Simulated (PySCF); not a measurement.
**B3LYP/STO-6G run of [BCl2]+ (SMILES Cl[B+]Cl)**

Aim: the vertical singlet–triplet gap of [BCl2]+ at B3LYP/STO-6G, from 2 runs. 

Program for the calculation: PySCF 2.14.0.

8 further runs of the same task are left out: 8 set aside as unsound or not needed.

## Step 1: The molecule

[BCl2]+: 3 atoms, total charge +1, spin state singlet. SMILES: `Cl[B+]Cl`. The coordinates come from a GFN2-xTB relaxation.

Bond lengths: Cl1–B2 1.572 Å, B2–Cl3 1.572 Å. Angles: Cl1–B2–Cl3 179.8°.

## Step 2: The energy at B3LYP/STO-6G

input.py

```python
# Cl[B+]Cl
from pyscf import gto, dft

molecule = gto.Mole()
molecule.atom = '''
Cl      -1.238380       0.766480      -0.591300
B        0.000740       0.001360       0.000550
Cl       1.237640      -0.767840       0.590740
'''
molecule.max_memory = 1860
molecule.verbose = 3
molecule.charge = 1
molecule.basis = 'sto-6g'
molecule.build()

calc0 = dft.RKS(molecule, xc='b3lyp')
calc0.grids.level = 5
calc0.conv_tol = 1e-10
calc0.kernel()
if not calc0.converged:
    calc0 = calc0.newton().run(calc0.mo_coeff, calc0.mo_occ)

e_tot = calc0.e_tot
print('E(%s) = %.9f' % ('B3LYP', e_tot))
```

Started as:

```
$ OMP_NUM_THREADS=1 python input.py
```

The log of the run:

```text
converged SCF energy = -941.733563675263
E(B3LYP) = -941.733563675
```

Wall time 3 s (1 thread of Arm Neoverse V1, shared host); peak memory 0.21 GiB.

## Step 3: The triplet, same level

input.xyz

```xyz
3
BCl2
Cl    -1.238380     0.766480    -0.591300
B      0.000740     0.001360     0.000550
Cl     1.237640    -0.767840     0.590740
```

job.py

```python
from pyscf import gto, dft

mol = gto.M(
    atom='input.xyz',
    basis='sto-6g',
    charge=1,
    max_memory=1860,
    verbose=4,
    spin=2,
)

calc0 = dft.UKS(mol, xc='b3lyp')
calc0.conv_tol = 1e-10
calc0.grids.level = 5
calc0.kernel()
if not calc0.converged:
    calc0 = calc0.newton().run(calc0.mo_coeff, calc0.mo_occ)

etot = calc0.e_tot
print(f'total energy: {etot:.8f} hartree')
```

Started as:

```
$ OMP_NUM_THREADS=1 python job.py
```

The log of the run:

```text
PySCF version 2.14.0

[INPUT] num. atoms = 3
[INPUT] num. electrons = 38
[INPUT] charge = 1
[INPUT] spin (= nelec alpha-beta = 2S) = 2
[INPUT] symmetry False subgroup None
[INPUT] Mole.unit = angstrom
[INPUT] Symbol           X                Y                Z      unit          X                Y                Z       unit  Magmom
[INPUT]  1 Cl    -1.238380000000   0.766480000000  -0.591300000000 AA   -2.340199038139   1.448437279957  -1.117395057455 Bohr   0.0
[INPUT]  2 B      0.000740000000   0.001360000000   0.000550000000 AA    0.001398397332   0.002570027529   0.001039349369 Bohr   0.0
[INPUT]  3 Cl     1.237640000000  -0.767840000000   0.590740000000 AA    2.338800640807  -1.451007307486   1.116336810826 Bohr   0.0

nuclear repulsion = 105.883521913253
number of shells = 13
number of NR pGTOs = 138
number of NR cGTOs = 23
basis = sto-6g
ecp = {}

******** <class 'pyscf.dft.uks.UKS'> ********
method = UKS
initial guess = minao
damping factor = 0
level_shift factor = 0
DIIS = <class 'pyscf.scf.diis.CDIIS'>
diis_start_cycle = 1
diis_space = 8
diis_damp = 0
SCF conv_tol = 1e-10
SCF conv_tol_grad = None
SCF max_cycles = 50
direct_scf = True
direct_scf_tol = 1e-13
number electrons alpha = 20  beta = 18
XC library pyscf.dft.libxc version 7.0.0
    S. Lehtola, C. Steigemann, M. J.T. Oliveira, and M. A.L. Marques.,  SoftwareX 7, 1–5 (2018)
XC functionals = b3lyp
    P. J. Stephens, F. J. Devlin, C. F. Chabalowski, and M. J. Frisch.,  J. Phys. Chem. 98, 11623 (1994)
radial grids:
    Treutler-Ahlrichs [JCP 102, 346 (1995); DOI:10.1063/1.469408] (M4) radial grids

becke partition: Becke, JCP 88, 2547 (1988); DOI:10.1063/1.454033
pruning grids: <function nwchem_prune>
grids dens level: 5
symmetrized grids: False
atomic radii adjust function: <function treutler_atomic_radii_adjust>
small_rho_cutoff = 0
Set gradient conv threshold to 1e-05
tot grids = 129256
init E= -942.225862913823

[... the frontier-level lines of each cycle are left out ...]



cycle= 1 E= -941.463763418929  delta_E= 0.762  |g|= 0.115  |ddm|= 2.29


cycle= 2 E= -941.469643081598  delta_E= -0.00588  |g|= 0.0963  |ddm|= 0.433


cycle= 3 E= -941.476847534981  delta_E= -0.0072  |g|= 0.0106  |ddm|= 0.188


cycle= 4 E= -941.477133494807  delta_E= -0.000286  |g|= 0.0032  |ddm|= 0.0648


cycle= 5 E= -941.477252058918  delta_E= -0.000119  |g|= 0.00433  |ddm|= 0.0515


cycle= 6 E= -941.477348223523  delta_E= -9.62e-05  |g|= 0.00201  |ddm|= 0.039


cycle= 7 E= -941.477480836491  delta_E= -0.000133  |g|= 0.000341  |ddm|= 0.124


cycle= 8 E= -941.477482569902  delta_E= -1.73e-06  |g|= 5.61e-05  |ddm|= 0.0122


cycle= 9 E= -941.477482648776  delta_E= -7.89e-08  |g|= 7.15e-06  |ddm|= 0.0031


cycle= 10 E= -941.477482649386  delta_E= -6.1e-10  |g|= 1.06e-06  |ddm|= 0.000261


cycle= 11 E= -941.477482649392  delta_E= -6.14e-12  |g|= 2.1e-07  |ddm|= 1.79e-05


Extra cycle  E= -941.477482649394  delta_E= -1.82e-12  |g|= 1.66e-07  |ddm|= 2.64e-06
converged SCF energy = -941.477482649394  <S^2> = 2.0019654  2S+1 = 3.00131
total energy: -941.47748265 hartree
```

Run time: 5.7 s. Hardware: 1 thread of Arm Neoverse V1, shared host; peak memory 0.22 GiB.

## Step 4: Summary of results

At B3LYP/STO-6G:

| quantity | value |
| --- | --- |
| singlet: total energy | -941.73356 Eh |
| singlet: HOMO energy | -17.21 eV |
| singlet: LUMO energy | -8.25 eV |
| singlet: HOMO–LUMO gap | 8.96 eV |
| triplet: total energy | -941.47748 Eh |
| triplet: HOMO energy (highest over α and β) | -10.15 eV |
| triplet: ⟨S²⟩ | 2.002 |
| vertical energy of the triplet above the singlet | 6.968 eV |

In words: At this shape the triplet lies 6.97 eV (672 kJ/mol) above the singlet. In a minimal basis such a difference can be off by several eV, whatever the method. Mulliken charges (singlet) run from +0.25 on Cl1 to +0.49 on B2; they depend strongly on the basis.
